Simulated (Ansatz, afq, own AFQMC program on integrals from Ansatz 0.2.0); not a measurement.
## AlGeH2, quartet: AFQMC among the cluster methods

```xyz
4

Ge    0.0000    0.0000    0.6742
Al    0.0000    0.0000   -3.8018
H     0.0000   -1.2613    1.5638
H     0.0000    1.2613    1.5638
```

Connectivity, by distances: GeH2 ··· Al.

Basis cc-pVDZ. Noble-gas cores (and the filled d shells of Ga–Kr and In–Xe) are frozen. Ansatz 0.2.0 and our own AFQMC program on the same integrals; the CISD trial comes from CCSD amplitudes, and released means the phaseless constraint is let go. ± is one standard error of the sampling. No spin–orbit coupling.

Determinant: UHF, the one that the program's search chose, which needn't be the lowest solution. The geometry is a point of a scan.

No full CI on the walks' own integrals is used here; CCSDT(Q) serves as the reference and is uncertain by about the last step of the cluster series.

Cautions: no relativity below Rb; no spin-orbit coupling; inner d shell frozen; lower spins were not checked.

```
T1 diagnostic                               : 0.0144
weight of the determinant in the CISD state : 0.880
⟨S²⟩ of the determinant                     : 3.770
size of the correlated space                : 9 electrons in 36 orbitals
```

```tsv
level	correlation energy (eV)
MP2	-2.7460
CCSD	-3.7617
CCSD(T)	-3.8313
```

(1) Estimate where phaseless AFQMC with a CISD trial lies against CCSD(T) on the same integrals.

(1) 0.00 ± 0.24 mEh below CCSD(T). The gap is under twice the noise, so this walk alone can't tell the two apart.

Reference: CCSDT(Q), correlation energy -3.858 eV. The released energy is read at 2.40 1/Eh (meV from the phaseless value at times in 1/Eh: -4 ± 7 at 0.24, -13 ± 7 at 0.51, -14 ± 7 at 0.99, -25 ± 6 at 1.62, -17 ± 7 at 2.40).

| level | E − E(reference) (mEh) | share of correlation (%) |
| --- | --- | --- |
| CCSD(T) | 0.98 | 99.31 |
| CCSDT | 0.04 | 99.97 |
| ph-AFQMC/HF | 6.26 ± 1.36 | 95.58 |
| ph-AFQMC/CISD | 0.97 ± 0.24 | 99.31 |
| released AFQMC | 0.34 ± 0.26 | 99.76 |

A walk keeps the symmetry of its determinant, which the program's search chose and which needn't be the lowest solution, so a lower state of the same spin and another symmetry isn't excluded. Released energies are given only where the last usable release times agree within the noise; a slower fall can still hide under it.
